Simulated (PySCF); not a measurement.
## Stretching B₂

Set-up: basis B x2c-TZVPPall; spin-free X2C with a Gaussian nucleus; PySCF 2.14. Energies in eV from B + B in their ground configurations at the same level. State: triplet, unpaired electrons π ↑↑.

| R (Å) | ROHF-MP2 |
| --- | --- |
| 1.344 | 0.8804 |
| 1.407 | 0.3780 |
| 1.469 | 0.0747 |
| 1.516 | -0.0553 |
| 1.563 | -0.1225 |
| 1.610 | -0.1423 |
| 1.672 | -0.1171 |
| 1.751 | -0.0370 |
| 1.844 | 0.0792 |
| 1.969 | 0.1820 |

Q: Put a parabola through the three lowest points of the ROHF-MP2 curve and estimate Re, k and ωe (reduced mass 5.505 u; 1 eV/Å² = 0.16022 mdyn/Å; ωe = 1302.8·√(k/μ) cm⁻¹).

A: Through R = 1.563, 1.61, 1.672 Å the second-order coefficient is 7.59 eV/Å², so Re ≈ 1.614 Å, k ≈ 2.43 mdyn/Å and ωe ≈ 866 cm⁻¹. A polynomial fit of higher order to the unrounded ROHF-MP2 energies gives Re = 1.611 Å, k = 2.49 mdyn/Å, ωe = 876 cm⁻¹; anharmonicity and rounding make the difference.

The higher-order fit for each curve: ROHF-MP2: Re = 1.611 Å, ωe = 876 cm⁻¹, De = 0.142 eV.

Correlated steps freeze 2 core orbitals. The bond is weak. Basis-set superposition, not corrected here, can be much of De in a small basis, most of all at correlated wavefunction levels. The state is the lowest determinant that a PBE0 search found; another state may lie lower at other levels.
